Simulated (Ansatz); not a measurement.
**AlBNH₅: small, medium and large basis sets**

How large a basis does AlBNH₅ need? Two functionals are run in growing sets.

Computed with Ansatz 0.2.0, Gaussian basis. Level: one geometry, several basis sets.

Levels to be run: PBE0-D4/def2-SVP; ωB97M-V/def2-SVP; PBE0-D4/def2-QZVPP; ωB97M-V/def2-QZVPP; the functionals' def2-TZVPP values are taken from earlier runs.

## Step 1: The relaxed structure

The geometry comes from an earlier relaxation with PBE0-D4 in a triple-zeta def2 set; it is a stationary point, not always the lowest conformer.

SMILES `B[NH][AlH2]`, 8 atoms, charge 0, spin multiplicity 1.

Atoms are counted from 1 here; the program's logs count them from 0.

Bond lengths: B1–N2 1.404 Å, B1–H4 1.200 Å, B1–H5 1.201 Å, N2–Al3 1.803 Å, N2–H6 1.011 Å, Al3–H7 1.577 Å, Al3–H8 1.583 Å. Angles: N2–B1–H4 120.8°, N2–B1–H5 118.6°, H4–B1–H5 120.6°, B1–N2–Al3 124.4°, B1–N2–H6 115.8°, Al3–N2–H6 119.7°, N2–Al3–H7 118.3°, N2–Al3–H8 117.1°, H7–Al3–H8 124.6°.

## Step 2: PBE0-D4 in def2-SVP

in.yaml reads:

```yaml
crystal:
  periodic: [false, false, false]
  atoms:
    - {symbol: B, position_ang: [-0.740057, 0.961216, -0.693339]}
    - {symbol: N, position_ang: [-0.448598, 0.104424, 0.379443]}
    - {symbol: Al, position_ang: [0.977815, -0.996049, 0.447095]}
    - {symbol: H, position_ang: [-1.710020, 1.667497, -0.670796]}
    - {symbol: H, position_ang: [0.002591, 0.973525, -1.637240]}
    - {symbol: H, position_ang: [-1.101213, 0.127210, 1.151897]}
    - {symbol: H, position_ang: [1.974407, -1.002514, -0.774843]}
    - {symbol: H, position_ang: [1.137277, -1.892508, 1.742083]}
basis:
  gaussian: {orbitals: def2-SVP}
hamiltonian: {xc: pbe0, dispersion: d4}
output: {orbitals: {seedname: orbitals}}
```

Launch:

```bash
> ansatz run in.yaml --threads 2 --pin off --events-out ev --progress --plain --max-ram 4352MiB
```

Standard output:

```text
Functional definition: PBE0
  name "PBE0"
  cite "Adamo & Barone, J. Chem. Phys. 110, 6158 (1999) doi:10.1063/1.478522"
  cite "Perdew, Burke & Ernzerhof, Phys. Rev. Lett. 77, 3865 (1996) doi:10.1103/PhysRevLett.77.3865"
  parent pbe
  parameter a = 0.25
  parameter kappa = 0.804
  parameter beta = 0.06672455060314922
  exchange = (1 - a)*pbe_x(kappa = kappa, mu = beta*pi^2/3) + a*exact_x
  correlation = pbe_c(beta = beta)
842 factors; their error is unknown
mean field evaluation 1: about -8830.6173 eV, gradient 4.9e1 eV
mean field evaluation 2: about -8821.2933 eV, gradient 7.7e1 eV
mean field evaluation 4: about -8835.8992 eV, gradient 2.2e0 eV
mean field evaluation 8: about -8836.0107 eV, gradient 3.4e-2 eV
mean field -8836.01073578 eV, -324.7174052766 hartree, gradient 1.4e-5 eV, S^2 0.000000; 0 other end points of the search recorded, 0 dependent functions left out
reference -8836.01076582 eV, -324.7174063805 hartree; 15, 15 occupied and 56, 56 virtual orbitals, 842 factors
Total energy: -8836.10778659 eV, -324.7209718283 hartree
```

It took 0.65 s on 2 threads of Arm Neoverse V2, shared host.

## Step 3: ωB97M-V in def2-SVP

in.yaml, as its differences from that of step 2:

```diff
@@ -13,3 +13,3 @@
   gaussian: {orbitals: def2-SVP}
-hamiltonian: {xc: pbe0, dispersion: d4}
+hamiltonian: {xc: {name: wB97M-V}}
 output: {orbitals: {seedname: orbitals}}
```

The command is unchanged.

Standard output:

```text
Functional definition: wB97M-V
  name "wB97M-V"
  cite "Mardirossian & Head-Gordon, J. Chem. Phys. 144, 214110 (2016) doi:10.1063/1.4952647"
  cite "Becke, J. Chem. Phys. 107, 8554 (1997) doi:10.1063/1.475007"
  cite "Vydrov & Van Voorhis, J. Chem. Phys. 133, 244103 (2010) doi:10.1063/1.3521275"
  # Of w^i u^j: cxij and so on, Table III.
  parameter omega = 0.3/bohr
  parameter cx = 0.15
  parameter cx01 = 1.007
  parameter cx10 = 0.259
  parameter css00 = 0.443
  parameter css04 = -1.437
  parameter css10 = -4.535
  parameter css20 = -3.390
  parameter css43 = 4.278
  parameter cos00 = 1.000
  parameter cos10 = 1.358
  parameter cos20 = 2.924
  parameter cos21 = -8.812
  parameter cos60 = -1.390
  parameter cos61 = 9.142
  parameter b = 6.0
  parameter c = 0.01
  gx(w, u) = 1 - cx + cx01*u + cx10*w
  gss(w, u) = css00 + css04*u^4 + css10*w + css20*w^2 + css43*w^4*u^3
  gos(w, u) = cos00 + cos10*w + (cos20 + cos21*u)*w^2 + (cos60 + cos61*u)*w^6
  exchange = spin_sum(e_x_unif_sr(omega)*gx(b97_w, b97_u_x)) + cx*exact_x_sr(omega) + exact_x_lr(omega)
  correlation = spin_sum(e_c_pw_mod_same_spin*gss(b97_w, b97_u_same))
      + integral(e_c_pw_mod_opposite_spin*gos(b97_w_opposite, b97_u_opposite)) + vv10(b, c)
823 factors; their error is unknown
242 factors; integrals over basis functions are off by at most 1.1e-5 eV
mean field evaluation 1: about -8836.2893 eV, gradient 4.3e1 eV
mean field evaluation 2: about -8835.9464 eV, gradient 4.5e1 eV
mean field evaluation 4: about -8840.2270 eV, gradient 8.4e-1 eV
mean field evaluation 8: about -8840.2740 eV, gradient 1.4e-1 eV
mean field -8840.27407846 eV, -324.8740802302 hartree, gradient 4.4e-5 eV, S^2 0.000000; 0 other end points of the search recorded, 0 dependent functions left out
reference -8840.27412581 eV, -324.8740819707 hartree; 15, 15 occupied and 56, 56 virtual orbitals, 823 factors
Total energy: -8840.27412581 eV, -324.8740819707 hartree
```

It took 3 s on 2 threads of Arm Neoverse V2, shared host.

## Step 4: PBE0-D4 in def2-QZVPP

in.yaml, as its differences from that of step 3:

```diff
@@ -12,4 +12,4 @@
 basis:
-  gaussian: {orbitals: def2-SVP}
-hamiltonian: {xc: {name: wB97M-V}}
+  gaussian: {orbitals: "def2-QZVPP.json"}
+hamiltonian: {xc: pbe0, dispersion: d4}
 output: {orbitals: {seedname: orbitals}}
```

Same command.

Standard output:

```text
Functional definition: PBE0
  name "PBE0"
  cite "Adamo & Barone, J. Chem. Phys. 110, 6158 (1999) doi:10.1063/1.478522"
  cite "Perdew, Burke & Ernzerhof, Phys. Rev. Lett. 77, 3865 (1996) doi:10.1103/PhysRevLett.77.3865"
  parent pbe
  parameter a = 0.25
  parameter kappa = 0.804
  parameter beta = 0.06672455060314922
  exchange = (1 - a)*pbe_x(kappa = kappa, mu = beta*pi^2/3) + a*exact_x
  correlation = pbe_c(beta = beta)
1095 factors; their error is unknown
mean field evaluation 1: about -8833.6001 eV, gradient 6.2e1 eV
mean field evaluation 2: about -8818.1534 eV, gradient 9.6e1 eV
mean field evaluation 4: about -8841.2140 eV, gradient 2.9e0 eV
mean field evaluation 8: about -8841.2411 eV, gradient 3.1e-2 eV
mean field -8841.24112605 eV, -324.9096185737 hartree, gradient 5.0e-5 eV, S^2 0.000000; 0 other end points of the search recorded, 0 dependent functions left out
reference -8841.24117033 eV, -324.9096202013 hartree; 15, 15 occupied and 319, 319 virtual orbitals, 1095 factors
Total energy: -8841.33819111 eV, -324.9131856491 hartree
```

Run time: 3.9 s. Hardware: 2 threads of Arm Neoverse V2, shared host; peak memory 0.69 GiB.

## Step 5: ωB97M-V in def2-QZVPP

in.yaml, as its differences from that of step 4:

```diff
@@ -13,3 +13,3 @@
   gaussian: {orbitals: "def2-QZVPP.json"}
-hamiltonian: {xc: pbe0, dispersion: d4}
+hamiltonian: {xc: {name: wB97M-V}}
 output: {orbitals: {seedname: orbitals}}
```

Launched as before.

Standard output:

```text
Functional definition: wB97M-V
  name "wB97M-V"
  cite "Mardirossian & Head-Gordon, J. Chem. Phys. 144, 214110 (2016) doi:10.1063/1.4952647"
  cite "Becke, J. Chem. Phys. 107, 8554 (1997) doi:10.1063/1.475007"
  cite "Vydrov & Van Voorhis, J. Chem. Phys. 133, 244103 (2010) doi:10.1063/1.3521275"
  # Of w^i u^j: cxij and so on, Table III.
  parameter omega = 0.3/bohr
  parameter cx = 0.15
  parameter cx01 = 1.007
  parameter cx10 = 0.259
  parameter css00 = 0.443
  parameter css04 = -1.437
  parameter css10 = -4.535
  parameter css20 = -3.390
  parameter css43 = 4.278
  parameter cos00 = 1.000
  parameter cos10 = 1.358
  parameter cos20 = 2.924
  parameter cos21 = -8.812
  parameter cos60 = -1.390
  parameter cos61 = 9.142
  parameter b = 6.0
  parameter c = 0.01
  gx(w, u) = 1 - cx + cx01*u + cx10*w
  gss(w, u) = css00 + css04*u^4 + css10*w + css20*w^2 + css43*w^4*u^3
  gos(w, u) = cos00 + cos10*w + (cos20 + cos21*u)*w^2 + (cos60 + cos61*u)*w^6
  exchange = spin_sum(e_x_unif_sr(omega)*gx(b97_w, b97_u_x)) + cx*exact_x_sr(omega) + exact_x_lr(omega)
  correlation = spin_sum(e_c_pw_mod_same_spin*gss(b97_w, b97_u_same))
      + integral(e_c_pw_mod_opposite_spin*gos(b97_w_opposite, b97_u_opposite)) + vv10(b, c)
1052 factors; their error is unknown
321 factors; integrals over basis functions are off by at most 1.3e-5 eV
mean field evaluation 1: about -8839.8951 eV, gradient 5.5e1 eV
mean field evaluation 2: about -8838.8717 eV, gradient 5.8e1 eV
mean field evaluation 4: about -8845.6246 eV, gradient 1.2e0 eV
mean field evaluation 8: about -8845.6295 eV, gradient 1.9e-1 eV
mean field evaluation 16: about -8845.6295 eV, gradient 1.7e-5 eV
mean field -8845.62953422 eV, -325.0708895994 hartree, gradient 1.7e-5 eV, S^2 0.000000; 0 other end points of the search recorded, 0 dependent functions left out
reference -8845.62960682 eV, -325.0708922674 hartree; 15, 15 occupied and 319, 319 virtual orbitals, 1052 factors
Total energy: -8845.62960682 eV, -325.0708922674 hartree
```

Wall time 12 s (2 threads of Arm Neoverse V2, shared host); peak memory 0.88 GiB.

## Step 6: Density functionals: the series

The def2-TZVPP values come from earlier runs at the same geometry.

```
functional       basis  functions  energy (eV)  from the largest (eV)  HOMO (eV)  LUMO (eV)
   PBE0-D4    def2-SVP         71   -8836.1078                  5.230      -8.42      -1.26
   PBE0-D4  def2-TZVPP        174   -8840.9849                  0.353      -8.46      -1.30
   PBE0-D4  def2-QZVPP        334   -8841.3382                  0.000      -8.47      -1.33
   ωB97M-V    def2-SVP         71   -8840.2741                  5.355     -10.63       0.47
   ωB97M-V  def2-TZVPP        174   -8845.2938                  0.336     -10.73       0.33
   ωB97M-V  def2-QZVPP        334   -8845.6296                  0.000     -10.73       0.13
```

## Step 7: Outcome

```
                                       quantity          value
PBE0-D4: double and triple zeta above quadruple  5.23, 0.35 eV
ωB97M-V: double and triple zeta above quadruple  5.36, 0.34 eV
```

**Reading.** PBE0-D4 gains 4.88 eV from double to triple zeta, then 0.35 eV more. These are total energies; as a rule much of such shifts cancels in differences, which this series doesn't test.

For PBE0-D4 the largest set took about 6 times as long as the smallest (3.9 s against 0.65 s).
